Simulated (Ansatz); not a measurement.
Two isomers of C6H10: A = `C=CC(=C)CC`, B = `C1=CCCCC1`.

Computed with Ansatz on PBE0-D4/def2-TZVP structures; ΔE is electronic, products minus reactants. CCSD(T)/CBS adds triple-zeta CCSD(T) − MP2 to the extrapolated MP2 energy (def2 sets, frozen cores). Functionals use def2-TZVPP. Each species was taken in one conformer, which may not be the lowest.

Q: Which isomer does CCSD(T)/CBS put lower? Give the gap. (Best estimate.)

A: The calculation gave: B, by 71.1 kJ/mol.

Q: Give E(B) − E(A) in kJ/mol with r2SCAN-D4, BLYP-D4, HF/def2-TZVPP, ωB97M-V, MP2/def2-TZVPP, PBE0-D4, CCSD(T)/def2-SVP. (Estimate.)

A: The calculation gave: r2SCAN-D4 -71.0, BLYP-D4 -45.6, HF/def2-TZVPP -65.0, ωB97M-V -77.5, MP2/def2-TZVPP -78.0, PBE0-D4 -85.4, CCSD(T)/def2-SVP -79.8. None reverses the order clearly.

Q: Does the order hold for the free energy at 298.15 K (harmonic terms from PBE0-D4)? (An estimate is asked.)

A: The calculation gave: Yes: G(B) − G(A) = -53.5 kJ/mol, for one conformer each.

Largest T1 diagnostic: 0.010.

In def2-TZVPP, CCSD(T) changes the Hartree–Fock value by −6.2 kJ/mol (the triples alone add +4.0 kJ/mol) and MP2 by −12.9 kJ/mol. From PBE to PBE0 (25 % exact exchange), in def2-TZVPP and without D4, E(B) − E(A) moves by −14.9 kJ/mol.
